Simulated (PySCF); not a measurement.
# Working out the ionisation energy of Cl

Cl [Ne] 3s2 3p5 (2P) → Cl⁺ [Ne] 3s2 3p4 (3P). Calculation: PySCF 2.14, in aug-cc-pwCVTZ (8s7p5d3f, 75 functions); no relativity, point nucleus. Frozen: nothing. Energies in hartree (1 hartree = 27.21139 eV):

| part | Cl (lower) | Cl⁺ (upper) |
| --- | --- | --- |
| UHF | -459.486237 | -459.053709 |
| CCSD correlation | -0.488753 | -0.452953 |
| (T) | -0.009043 | -0.007088 |

Task: What does Hartree-Fock give?

Result: (-459.053709) − (-459.486237) = 0.432528 hartree = 11.770 eV.

Task: What do CCSD and CCSD(T) give?

Result: The CCSD correlation energies differ by 0.035800 hartree = 0.974 eV and the triples by 0.001955 hartree = 0.053 eV, so CCSD gives 12.744 eV and CCSD(T) 12.797 eV.

Measured between the centres of the two terms (NIST): 12.974 eV, so CCSD(T) (all electrons) is off by -0.177 eV.

What remains against the reference includes basis incompleteness and higher excitations.
